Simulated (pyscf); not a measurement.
# Substitution at C: fluoride (F⁻) + Cl–CH₂–Cl → F–CH₂–Cl + chloride (Cl⁻)

Gas phase, singlet surface, charge -1. Bonds broken: Cl2–C3. Bonds formed: F1–C3. Single points on ωB97X-D3(BJ)/def2-SVPD structures (PySCF, gas phase). Correlated levels are frozen-core, on RHF or UHF. ΔMP2 is the change of the MP2 total energy from the triple- to the quadruple-zeta basis.

Transition state (Å):

```xyz
6

F      0.7245    -0.7641    -0.4814
Cl    -2.7661     0.9763     0.8896
C     -1.1203    -0.0438    -0.0397
Cl    -1.8876    -0.8235    -1.3860
H     -0.9193    -0.6578     0.8254
H     -0.5815     0.8678    -0.2506
```

One imaginary mode, 528i cm⁻¹; descent along it reached the two sides named, in the forms told below.

```csv
bond,change,reactant side (Å),saddle,product side
Cl2–C3,breaks,1.796,2.148,3.2
F1–C3,forms,2.6,2.029,1.373
```

Electronic energies relative to the separated reactants (kJ/mol):

```
level                               barrier  reaction energy  reverse barrier
----------------------------------  -------  ---------------  ---------------
ωB97X-D3(BJ)/def2-TZVPD               -41.0           -147.0            106.1
PBE/def2-TZVPD                        -72.0           -141.7             69.7
r²SCAN/def2-TZVPD                     -79.6           -161.0             81.4
B3LYP-D3(BJ)/def2-TZVPD               -62.1           -150.2             88.2
PBE0-D3(BJ)/def2-TZVPD                -57.8           -155.2             97.3
M06-2X/def2-TZVPD                     -53.1           -167.9            114.8
ωB97M-D3(BJ)/def2-TZVPD               -47.3           -154.7            107.4
HF/def2-TZVPD                         -26.3           -205.9            179.7
MP2/def2-QZVPPD                       -39.7           -140.7            101.1
CCSD/def2-TZVPPD                      -37.6           -159.1            121.4
CCSD(T)/def2-TZVPPD                   -47.5           -151.0            103.5
CCSD(T)/def2-TZVPPD + ΔMP2(QZVPPD)    -48.9           -152.9            104.0
```

With CCSD(T)/def2-TZVPPD + ΔMP2(QZVPPD) energies and thermal terms (ideal gas, 1 atm, RRHO with modes under 100 cm⁻¹ raised to 100, one conformer, R ln 2 for rigid chiral ones), in kJ/mol:

```tsv
T (K)	ΔH‡	ΔG‡	ΔH	ΔG
298	-52.1	-21.4	-149.4	-150.1
600	-52.2	9.6	-150.5	-150.3
900	-52.8	40.7	-151.2	-150.0
1200	-53.7	71.9	-151.6	-149.6
```

On the reactant side the descent ends in a bound adduct, 99.9 kJ/mol under the separated species and 58.9 kJ/mol under the saddle at ωB97X-D3(BJ)/def2-TZVPD. On the product side the descent ends in a bound adduct, 52.9 kJ/mol under the separated species and 159.0 kJ/mol under the saddle at ωB97X-D3(BJ)/def2-TZVPD. At ωB97X-D3(BJ), PBE, r²SCAN, B3LYP-D3(BJ), PBE0-D3(BJ), M06-2X, ωB97M-D3(BJ), HF, MP2, CCSD, CCSD(T), CCSD(T) the saddle lies under the separated reactants, which points to a path from their complex (located at ωB97X-D3(BJ) alone). This is the saddle that the search found; another between the same sides may lie lower. The angle at the attacked C is 164°. The CCSD(T) − MP2 part came from Ansatz, without density fitting, on the same reference.
